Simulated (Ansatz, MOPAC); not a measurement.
Barrier height from H + H2S (SMILES S) to the transition structure H3S, without zero-point energy, on the benchmark's geometries as Psi4's copy of the set gives them.
Transition structure (charge 0, multiplicity 2):
```xyz
4

H      1.262    -0.220     0.000
S      0.000     0.223     0.000
H     -0.501    -1.115     0.000
H     -0.762    -2.235     0.000
```

Open shells are unrestricted; no spin–orbit coupling.

Correlated levels freeze the cores. CBS: X⁻³ extrapolation of the correlation energy, Hartree–Fock from the larger set. The state that AM1, PM3, PM6, PM7 reach isn't checked; PM7 holds dispersion and hydrogen-bond terms.

Run with Ansatz (Gaussian orbitals); MOPAC for AM1, PM3, PM6, PM7 (differences of heats of formation). Values without a source in brackets are computed.

Other levels give for the barrier height: PBE/def2-TZVPPD -1.24; B3LYP/def2-TZVPPD -0.55; wB97M-V/def2-TZVPPD 4.02; CCSD(T)/CBS(aug-cc-pV(D+d)Z, aug-cc-pV(T+d)Z) 3.59 kcal/mol.

Problem. What do these common cheap choices give for the same quantity: AM1, PM3, PM6, PM7?

Solution. AM1 -4.14; PM3 -13.30; PM6 -15.36; PM7 -13.04 kcal/mol. They span -15.36 to -4.14 kcal/mol.

The set's own value is 3.5 kcal/mol (Zhao et al., J. Phys. Chem. A 109, 2012 (2005), HTBH38), an estimate for the real system.

Ansatz is an electronic-structure program.
